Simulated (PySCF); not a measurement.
Stretching AlH

Set-up: basis Al def2-TZVPPD, H def2-TZVPPD; no relativity; PySCF 2.14. Energies in eV from Al + H in their ground configurations at the same level. State: ¹Σ⁺ (singlet), closed shell.

```
R (Å)   B3LYP    PW91
1.432  -2.821  -2.663
1.498  -3.011  -2.862
1.565  -3.119  -2.979
1.615  -3.158  -3.025
1.665  -3.168  -3.042
1.715  -3.155  -3.036
1.782  -3.108  -2.998
1.865  -3.015  -2.914
1.965  -2.866  -2.777
2.098  -2.630  -2.556
```

Question: Put a parabola through the three lowest points of the B3LYP curve and estimate Re, k and ωe (reduced mass 0.9715 u; 1 eV/Å² = 0.16022 mdyn/Å; ωe = 1302.8·√(k/μ) cm⁻¹).

Answer: Through R = 1.615, 1.665, 1.715 Å the second-order coefficient is 4.60 eV/Å², so Re ≈ 1.662 Å, k ≈ 1.47 mdyn/Å and ωe ≈ 1605 cm⁻¹. A polynomial fit of higher order to the unrounded B3LYP energies gives Re = 1.660 Å, k = 1.53 mdyn/Å, ωe = 1637 cm⁻¹; anharmonicity and rounding make the difference.

The higher-order fit for each curve: B3LYP: Re = 1.660 Å, ωe = 1637 cm⁻¹, De = 3.17 eV; PW91: Re = 1.675 Å, ωe = 1593 cm⁻¹, De = 3.04 eV.
